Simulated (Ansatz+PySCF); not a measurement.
A calculation with PySCF 2.14.0.

```python
from pyscf import gto, scf, cc

mol = gto.M(atom="""
O 1.610880 0.000000 0.683780
N 0.000000 0.000000 0.000000
O -1.610880 0.000000 0.683780
""", basis='sto-3g', charge=0, spin=1)
mf = scf.UHF(mol)
mf.kernel()
mycc = cc.CCSD(mf, frozen=3).run()
et = mycc.ccsd_t()
print(mf.e_tot, mycc.e_corr, et, mycc.e_tot + et)
```

The script is written out from the run's settings.

Output:

```yaml
Converged: yes
Reference_energy: -201.03701 hartree
CCSD_correlation_energy: -0.28673 hartree
Triples_correction: -0.06479 hartree
Total_energy: -201.38854 hartree
Spin_squared_of_the_determinant: 1.956
```

The reference isn't the lowest determinant (another lies 7.41 eV lower), but the same method gives a higher total on the lower determinant. Caution: large amplitudes, a single reference is doubtful; the unrestricted determinant is a mixture of spin states; another reference gives a lower total.
